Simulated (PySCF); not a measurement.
# AlO⁻, CCSD(T): how much the basis matters

PySCF, RHF reference; singlet, unpaired electrons none; De to Al + O⁻ without counterpoise correction. Frozen cores follow the default of each basis and core potential.

```json
{"basis": "aug-cc-pVDZ-DK", "relativity": "spin-free X2C", "functions": "50", "Re (Å)": "1.689", "ωe (cm⁻¹)": "893", "De (eV)": "n/a", "frozen orbitals": "6"}
{"basis": "aug-cc-pV(D+d)Z/aug-cc-pVDZ", "relativity": "no relativity", "functions": "55", "Re (Å)": "1.669", "ωe (cm⁻¹)": "911", "De (eV)": "n/a", "frozen orbitals": "6"}
{"basis": "def2-TZVPPD", "relativity": "no relativity", "functions": "88", "Re (Å)": "1.653", "ωe (cm⁻¹)": "949", "De (eV)": "n/a", "frozen orbitals": "6"}
```

**Question.** How does each smaller set differ from the one with most functions, def2-TZVPPD?

**Answer.** aug-cc-pVDZ-DK: +3.6 pm, -5.9 % in ωe; aug-cc-pV(D+d)Z/aug-cc-pVDZ: +1.6 pm, -4.0 % in ωe. All at CCSD(T); the set with most functions is neither the basis-set limit nor always the best. The rows treat relativity differently, so the differences are not basis effects alone.

Correlated steps freeze 6 core orbitals. The CCSD T1 diagnostic is raised in AlO⁻, a sign that a single reference may not be enough there.
